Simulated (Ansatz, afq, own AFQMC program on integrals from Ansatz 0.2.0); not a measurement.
## BH, triplet in aug-cc-pVDZ, levels against full CI

```xyz
2

B     0.0000    0.0000    0.0000
H     0.0000    0.0000    1.2628
```

Basis aug-cc-pVDZ. Noble-gas cores (and the filled d shells of Ga–Kr and In–Xe) are frozen. AFQMC by an in-house program on the Cholesky factors that Ansatz 0.2.0 writes for its CCSD(T) run. The CISD trial takes its coefficients from CCSD amplitudes. Released means that phaseless walkers are propagated on without the constraint, phases kept. Uncertainties: one standard error, sampling alone.

Determinant: UHF, the one that the program's search chose, which needn't be the lowest solution. The geometry is a PBE0/def2-TZVPD stationary point of this or a neighbouring charge and spin state.

Full CI on the same integrals is exact in this basis and with this determinant's frozen core.

Cautions: lower spins were not checked.

The T1 diagnostic is 0.0203, the weight of the determinant in the CISD state is 0.957 and the ⟨S²⟩ of the determinant is 2.003. The size of the correlated space is 4 electrons in 31 orbitals.

```
  level  correlation energy (eV)
    MP2                  -1.1482
   CCSD                  -1.5692
CCSD(T)                  -1.5979
```

Question: Estimate where full CI lies against CCSD(T) on the same integrals.

Answer: 1.2 kJ/mol below CCSD(T).

Reference: full CI, correlation energy -1.610 eV. The released energy is read at 1.62 1/Eh, later times being too noisy (meV from the phaseless value at times in 1/Eh: -0.3 ± 0.5 at 0.24, -0.7 ± 0.5 at 0.51, -1.5 ± 0.4 at 0.99, -2.2 ± 0.4 at 1.62, 1 ± 4 at 2.40).

| level | E − E(reference) (kJ/mol) | share of correlation (%) |
| --- | --- | --- |
| CCSD(T) | 1.2 | 99.23 |
| CCSDT | 0.0 | 99.97 |
| CCSDT(Q) | 0.0 | 99.99 |
| ph-AFQMC/HF | 3.6 ± 1.0 | 97.67 |
| ph-AFQMC/CISD | 0.3 ± 0.07 | 99.80 |
| released AFQMC | 0.1 ± 0.04 | 99.93 |

CCSDT and higher add their correlation energy to the determinant of the CCSD(T) run, since their own runs factorise the integrals more tightly (a shift of under 2 meV). A walk keeps the symmetry of its determinant, which the program's search chose and which needn't be the lowest solution, so a lower state of the same spin and another symmetry isn't excluded. Released energies are given only where the last usable release times agree within the noise; a slower fall can still hide under it.
